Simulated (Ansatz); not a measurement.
Bulk modulus B0 (GPa) of solids drawn from the class of elemental solids other than molecular ones, at two levels: LDA (plane waves, PAW; Ansatz, a quantum-chemistry and plane-wave program), and PBEsol in Ansatz (plane waves, PAW).

```tsv
solid	LDA	PBEsol	shift (%)
fcc Ni	255	229	-10.2
hcp Tc	343	327	-4.7
hcp Zn	92.4	81.8	-11.5
bcc Mo	293	280	-4.4
hcp Lu	54.9	50.2	-8.6
bcc W	335	322	-3.9
fcc Al	83.2	81.5	-2.0
hcp Os	448	431	-3.8
bcc Ta	220	208	-5.5
α-phase Ga	66.8	60.6	-9.3
```

The shifts run from -11.5 % to -2.0 %, with a median of -5.1 %.

Over all 10 rows PBEsol is the larger in 0.

Ansatz's runs of these crystals have no spin polarisation, but for fcc Ni.

Density-functional runs with spin start from parallel moments for fcc Ni.

Spin–orbit coupling is left out, also for the solids with elements from indium on (hcp Lu, bcc W, hcp Os, bcc Ta); its size isn't shown.

Each level is taken at its own relaxed cell. Ansatz's density-functional and Hartree–Fock values are scalar-relativistic unless marked +SOC, with PAW data made under PBE.
